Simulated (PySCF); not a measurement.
**SiCl with other numerical set-ups**

Which parts of the numerical set-up matter for SiCl? Each run edits the base script.

The runs use PySCF 2.14.0; each script names its method and basis.

**1. Starting geometry**

SiCl: 2 atoms, charge 0, spin multiplicity 2.

Bond lengths: Si1–Cl2 1.877 Å.

**2. The base run**

Input file input.py:

```python
from pyscf import gto, scf

mol = gto.M(
    atom='Si 0 0 0; Cl 0 0 1.877',
    basis='jorge-dzp',
    charge=0,
    spin=1,
    verbose=4,
)
mf = scf.UHF(mol)
mf.kernel()
mf.dip_moment()
print('orbital energies (hartree):', [e[max(0, n-3):n+3].round(4) for e, n in zip(mf.mo_energy, mol.nelec)])
```

Command:

```bash
$ OMP_NUM_THREADS=1 python input.py
```

The log of this run is left out.

It gives: E(SCF) = -748.405816 Eh, 11 cycles, ⟨S²⟩ = 0.768, μ = 0.14 D.

The bond length is a typed value, not an optimised one.

**3. Cc-pcvdz**

Variant 1 changes basis set: jorge-dzp → cc-pcvdz.

Input file input.py:

```python
from pyscf import gto, scf

mol = gto.M(
    atom='Si 0 0 0; Cl 0 0 1.877',
    basis='cc-pcvdz',
    charge=0,
    spin=1,
    verbose=4,
)
mf = scf.UHF(mol)
mf.kernel()
mf.dip_moment()
print('orbital energies (hartree):', [e[max(0, n-3):n+3].round(4) for e, n in zip(mf.mo_energy, mol.nelec)])
```

Command:

```bash
$ OMP_NUM_THREADS=1 python input.py
```

**4. Density fitting auto**

Variant 2 changes density fitting: none → auto.

input.py: that of step 2 with these lines changed.

```diff
@@ -10,2 +10,3 @@
 mf = scf.UHF(mol)
+mf = mf.density_fit()
 mf.kernel()
```

**5. Def2-svpd**

Variant 3 changes basis set: jorge-dzp → def2-svpd.

input.py: that of step 2 with these lines changed.

```diff
@@ -4,3 +4,3 @@
     atom='Si 0 0 0; Cl 0 0 1.877',
-    basis='jorge-dzp',
+    basis='def2-svpd',
     charge=0,
```

**6. Density fitting def2-universal-jkfit**

Variant 4 changes density fitting: none → def2-universal-jkfit.

input.py: that of step 2 with these lines changed.

```diff
@@ -10,2 +10,3 @@
 mf = scf.UHF(mol)
+mf = mf.density_fit(auxbasis='def2-universal-jkfit')
 mf.kernel()
```

**7. Spin-free X2C on**

Variant 5 changes spin-free X2C: off → on.

input.py: that of step 2 with these lines changed.

```diff
@@ -10,2 +10,3 @@
 mf = scf.UHF(mol)
+mf = mf.sfx2c1e()
 mf.kernel()
```

Before running it: what results should come out? Wanted: for each run, E(SCF); from base; gap, α spin; dipole.

As calculated:

```csv
run,E(SCF) (hartree),from base (eV),cycles,"gap, α spin (eV)",dipole (D),functions
base,-748.405816,0,11,7.90,0.14,48
cc-pcvdz,-748.404111,+0.0464,11,7.91,0.13,54
density fitting auto,-748.405813,+0.0001,11,7.90,0.14,48
def2-svpd,-748.167567,+6.4831,11,7.97,0.28,51
density fitting def2-universal-jkfit,-748.405786,+0.0008,11,7.90,0.14,48
spin-free X2C on,-750.303407,-51.6361,11,7.90,0.12,48
```

In words: Of the runs whose energies can be compared, “spin-free X2C on” moves the SCF energy most (-51.636 eV). cc-pcvdz (54 functions) gives an energy 0.05 eV higher than jorge-dzp (48); size alone doesn't order basis sets of different families. def2-svpd (51 functions) gives an energy 6.48 eV higher than jorge-dzp (48); size alone doesn't order basis sets of different families. Scalar relativity lowers the total energy by 51.64 eV, nearly all of it in the inner shells.
